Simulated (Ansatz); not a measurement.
Compounds of C with 4 ligands, in which Cl is traded for H. Quantity: electronic atomisation energy to ground-state atoms, in kcal/mol. Structures are relaxed separately at B3LYP-D3(BJ)/def2-TZVP in Ansatz (an electronic-structure program). Valence correlation only, unless marked. Open shells are spin-unrestricted. No spin-orbit coupling. No relativistic terms. CBS(X,Y): correlation extrapolated as X^-3; Hartree-Fock from the larger set. The bracket is a focal-point correction in the basis named. The first level has limits of its own: it lacks core correlation, which all-electron functionals hold.

```json
[
 {"n(H)": "0", "species (SMILES)": "ClC(Cl)(Cl)Cl", "RI-MP2/CBS(aug-cc-pV(T+d)Z,aug-cc-pV(Q+d)Z)+[CCSD(T)-MP2]/aug-cc-pV(T+d)Z (Ansatz)": "314.6", "PBE/def2-TZVPD (Ansatz)": "333.8", "B3LYP-D3(BJ)/def2-TZVPD (Ansatz + dftd3)": "305.8"},
 {"n(H)": "1", "species (SMILES)": "ClC(Cl)Cl", "RI-MP2/CBS(aug-cc-pV(T+d)Z,aug-cc-pV(Q+d)Z)+[CCSD(T)-MP2]/aug-cc-pV(T+d)Z (Ansatz)": "?", "PBE/def2-TZVPD (Ansatz)": "?", "B3LYP-D3(BJ)/def2-TZVPD (Ansatz + dftd3)": "?"},
 {"n(H)": "2", "species (SMILES)": "ClCCl", "RI-MP2/CBS(aug-cc-pV(T+d)Z,aug-cc-pV(Q+d)Z)+[CCSD(T)-MP2]/aug-cc-pV(T+d)Z (Ansatz)": "371.4", "PBE/def2-TZVPD (Ansatz)": "380.6", "B3LYP-D3(BJ)/def2-TZVPD (Ansatz + dftd3)": "368.0"},
 {"n(H)": "3", "species (SMILES)": "CCl (CH3Cl)", "RI-MP2/CBS(aug-cc-pV(T+d)Z,aug-cc-pV(Q+d)Z)+[CCSD(T)-MP2]/aug-cc-pV(T+d)Z (Ansatz)": "395.9", "PBE/def2-TZVPD (Ansatz)": "399.7", "B3LYP-D3(BJ)/def2-TZVPD (Ansatz + dftd3)": "394.7"},
 {"n(H)": "4", "species (SMILES)": "C (CH4)", "RI-MP2/CBS(aug-cc-pV(T+d)Z,aug-cc-pV(Q+d)Z)+[CCSD(T)-MP2]/aug-cc-pV(T+d)Z (Ansatz)": "420.4", "PBE/def2-TZVPD (Ansatz)": "419.5", "B3LYP-D3(BJ)/def2-TZVPD (Ansatz + dftd3)": "421.3"}
]
```

Problem. Fit a straight line through the known rows at each level by least squares, predict the withheld row (n(H) = 1), and compare with the run.

Solution. 
- The known rows have mean n(H) = 2.25 and Σ(n(H) - mean)² = 8.75.
- RI-MP2/CBS(aug-cc-pV(T+d)Z,aug-cc-pV(Q+d)Z)+[CCSD(T)-MP2]/aug-cc-pV(T+d)Z: mean 375.58, Σ(n(H) - mean)(y - mean) = 231.92, slope 26.51 kcal/mol a step; the line gives 375.58 + (26.51)×(1 - 2.25) = 342.4; the run gives 344.8, +2.4 from the line, whose largest residual on the known rows is 2.4.
- PBE/def2-TZVPD: mean 383.40, Σ(n(H) - mean)(y - mean) = 187.70, slope 21.45 kcal/mol a step; the line gives 383.40 + (21.45)×(1 - 2.25) = 356.6; the run gives 359.3, +2.7 from the line, whose largest residual on the known rows is 2.6.
- B3LYP-D3(BJ)/def2-TZVPD: mean 372.45, Σ(n(H) - mean)(y - mean) = 253.25, slope 28.94 kcal/mol a step; the line gives 372.45 + (28.94)×(1 - 2.25) = 336.3; the run gives 339.0, +2.7 from the line, whose largest residual on the known rows is 2.8.
- PBE minus the first level along the series: +19.2, +14.5, +9.2, +3.8, -0.9 kcal/mol.
